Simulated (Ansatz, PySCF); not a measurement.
Gas-phase enthalpy of formation at 298 K, by the atomisation route, of O=CO (SMILES; CH2O2). Structures are relaxed separately at B3LYP-D3(BJ)/def2-TZVP in Ansatz (a quantum-chemistry and plane-wave program), one conformer each, not searched for the lowest. Valence correlation only, unless marked. UHF or UKS for open shells. Spin-orbit coupling is left out. Non-relativistic. Basis-set limits of correlation are two-point, X^-3; Hartree-Fock from the larger set. Thermal terms are rigid-rotor harmonic-oscillator values from B3LYP-D3(BJ) frequencies (PySCF) at 298.15 K and 1 atm. 1 Eh = 627.5095 kcal/mol.

```csv
species,count,"E, CCSD(T)/CBS(cc-pVTZ,cc-pVQZ) (Ansatz) (Eh)","E, PBE/def2-TZVPD (Ansatz) (Eh)",measured ΔHf at 0 K (kcal/mol),H(298) - H(0) of the element (kcal/mol)
O=CO,1,-189.59439,-189.64725,-,-
C atom,1,-37.78949,-37.79605,169.98,0.25
H atom,2,-0.49995,-0.49962,51.63,1.01
O atom,2,-75.00383,-75.01069,58.99,1.04
```

Molecule: zero-point energy 21.11, H(298) - H(0) 2.58 kcal/mol. The route leaves out scalar relativity and anharmonic zero-point terms, the atoms' spin-orbit terms, and in the frozen-core level the core correlation. Atomic data: G2/97 table in ASE.

Q: Work out De, D0 and ΔHf at 0 and 298 K at both levels, and their errors against the measured value.

A: 
The atoms' values sum to 391.22 (0 K) and 4.35 (thermal), in kcal/mol.
- CCSD(T)/CBS(cc-pVTZ,cc-pVQZ): De = 500.34; D0 = 500.34 - 21.11 = 479.23; ΔHf(0 K) = 391.22 - 479.23 = -88.01; ΔHf(298 K) = -88.01 + 2.58 - 4.35 = -89.78; error +0.7.
- PBE/def2-TZVPD: De = 521.20; D0 = 521.20 - 21.11 = 500.09; ΔHf(0 K) = 391.22 - 500.09 = -108.87; ΔHf(298 K) = -108.87 + 2.58 - 4.35 = -110.64; error -20.1.
Measured: -90.5 kcal/mol (G2/97 table in ASE (Curtiss et al.)). This is an older compilation, not checked against later work.
